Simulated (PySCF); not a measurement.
Run record: geometry optimisation, `C=C(C)/C=C\F`.

Method: PBE0-D3(BJ)/def2-SVP geometry optimisation, gas phase (PySCF 2.14.0). Start geometry: GFN2-xTB. The command runs a driver script over a list of jobs; the input below is this job's line of settings and its coordinates in Å.

Command:
```bash
OMP_NUM_THREADS=1 python probes_run.py task.json out
```

Input:
```
{"job": {"xc": "PBE0", "basis": "def2-SVP", "d3": "d3bj", "grid": 1, "shake": 0.01, "kind": "geom"}, "charge": 0, "multiplicity": 1}
C     -0.991460     1.377310     0.717660
C     -0.381580     0.363210     0.161870
C     -1.117570    -0.660920    -0.661970
C      1.092520     0.226550     0.356030
C      1.866070    -0.730620    -0.109250
F      1.477370    -1.756760    -0.860880
H     -0.485260     2.140520     1.301590
H     -2.056510     1.549870     0.587020
H     -0.978770    -1.641770    -0.194310
H     -0.691360    -0.699290    -1.651560
H     -2.166210    -0.429250    -0.703480
H      1.534930     0.992850     0.964440
H      2.903660    -0.748580     0.082520
```

**Question.** What does the run print?

**Answer.** 
```
step   0  E = -293.99405127  max force = 0.045621
step   1  E = -293.99975413  max force = 0.005760
step   2  E = -293.99977018  max force = 0.004661
step   3  E = -293.99984480  max force = 0.002307
step   4  E = -293.99984852  max force = 0.001217
step   5  E = -293.99986079  max force = 0.000836
step   6  E = -293.99986738  max force = 0.000293
optimisation converged
```

Energies in Eh; «max force» is the largest Cartesian gradient component in Eh/bohr.

**Question.** Give the first gradient maximum in eV/Å.

**Answer.** With 1 Eh/bohr = 51.422 eV/Å, 2.346 eV/Å.

In short: final energy -293.99987 Eh after 6 steps; dipole 0.85 D.

**Question.** Give the final coordinates.

**Answer.** 0.033 Å rms from the input after alignment:
```
atom  x, y, z in Å
C1    -0.6865    1.4658    0.8023
C2    -0.0730    0.4180    0.2231
C3    -0.8352   -0.5732   -0.6084
C4     1.3674    0.2456    0.4112
C5     2.1686   -0.7143   -0.0621
F6     1.7574   -1.7253   -0.8262
H7    -0.1337    2.1888    1.4084
H8    -1.7608    1.6285    0.6848
H9    -0.7480   -1.5893   -0.1942
H10   -0.4377   -0.6207   -1.6334
H11   -1.8990   -0.3049   -0.6571
H12    1.8751    0.9976    1.0218
H13    3.2430   -0.7566    0.1363
```

The run took 32 s of wall time on an Arm Neoverse V1 with one thread (shared host), and the process peaked at 0.52 GiB of memory.
Labels such as C1 count atoms from 1, the log's own numbers from 0.
